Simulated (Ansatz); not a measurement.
BH2(CCH) (C2H3B), relaxed as a singlet with RKS PBE0-D4/def2-TZVP in Ansatz, starting from the GFN2-xTB geometry. Force threshold 0.02 eV/Å.

Start:

```csv
atom,x (Å),y (Å),z (Å)
B1,-0.4616,0.9691,-0.3659
H2,-1.3353,1.4559,0.2405
H3,-0.0553,1.4674,-1.3434
C4,0.1468,-0.3105,0.1163
C5,0.6377,-1.3415,0.5074
H6,1.0677,-2.2404,0.8451
```

```json
{"step": "1", "energy (eV)": "-2793.8826", "largest force component (eV/Å)": "0.605", "SCF passes": "14"}
{"step": "2", "energy (eV)": "-2793.8999", "largest force component (eV/Å)": "0.175", "SCF passes": "22"}
{"step": "3", "energy (eV)": "-2793.9013", "largest force component (eV/Å)": "0.050", "SCF passes": "22"}
{"step": "4", "energy (eV)": "-2793.9014", "largest force component (eV/Å)": "0.001", "SCF passes": "22"}
```

Force components are those of the run's own axes.

End:

```xyz
6

B    -0.4610    0.9683   -0.3655
H    -1.3531    1.4704    0.2480
H    -0.0522    1.4823   -1.3621
C     0.1494   -0.3142    0.1183
C     0.6416   -1.3480    0.5086
H     1.0754   -2.2588    0.8526
```

By distances, no bond broke or formed. The bond that changes most is B1–H2, from 1.17 to 1.19 Å (atoms count from 1).

No frequencies were taken in this run, so the end may be a saddle point.

Hardware: 4 threads of Arm Neoverse V2 on a shared host. Wall time 1.6 s.
